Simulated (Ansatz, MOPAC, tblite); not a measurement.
## C6H12 (2,3-dimethyl-1-butene): methods side by side

C6H12 has 18 atoms, charge 0, and is taken as a singlet. As SMILES, `C=C(C)C(C)C`. The coordinates come from a PBE0-D4/def2-TZVP relaxation. This is one conformer, not always the lowest.

Quantity: the atomisation enthalpy at 298 K, in kJ/mol. The values are calculated. The thermal term (zero-point and 298 K enthalpy, harmonic and unscaled) is that of MNDO; the spin-orbit lowering of the free atoms at 298 K, 0.1 kJ/mol by their spectra, is taken off.

**The experiment to reproduce.** CRC Handbook of Chemistry and Physics gives the atomisation enthalpy at 298 K of the gas as 6980 kJ/mol.

```
                               level                   kind  program  value (kJ/mol)  computed − measured  CPU time (all runs)
                            GFN1-xTB         semi-empirical   tblite            8018                +1038            under 2 s
     HF/6-31G* (spherical functions)           Hartree–Fock   Ansatz            5181                -1799                5.7 s
  SVWN5/6-31G* (spherical functions)                    LDA   Ansatz            7952                 +972                9.3 s
    PBE/6-31G* (spherical functions)                    GGA   Ansatz            7087                 +107                 14 s
 r2SCAN/6-31G* (spherical functions)               meta-GGA   Ansatz            6951                  -29                 26 s
   PBE0/6-31G* (spherical functions)          global hybrid   Ansatz            6994                  +14                 16 s
    MP2/6-31G* (spherical functions)    perturbation theory   Ansatz            6418                 -562                7.3 s
CCSD(T)/6-31G* (spherical functions)  coupled cluster or CI   Ansatz            6365                 -615                 88 s
```

Nearest: PBE0/6-31G* (spherical functions) (+14 kJ/mol); farthest: HF/6-31G* (spherical functions) (-1799 kJ/mol). Computed less measured by kind, in kJ/mol (of the ab initio rows, those in 6-31G*): semi-empirical +1038; Hartree–Fock -1799; LDA +972; GGA +107; meta-GGA -29; global hybrid +14; perturbation theory -562; coupled cluster or CI -615. In a finite basis correlated wave-function methods underbind, so their errors here aren't those of the basis-set limit. CPU times are rough (shared hosts, several kinds of processor and program).
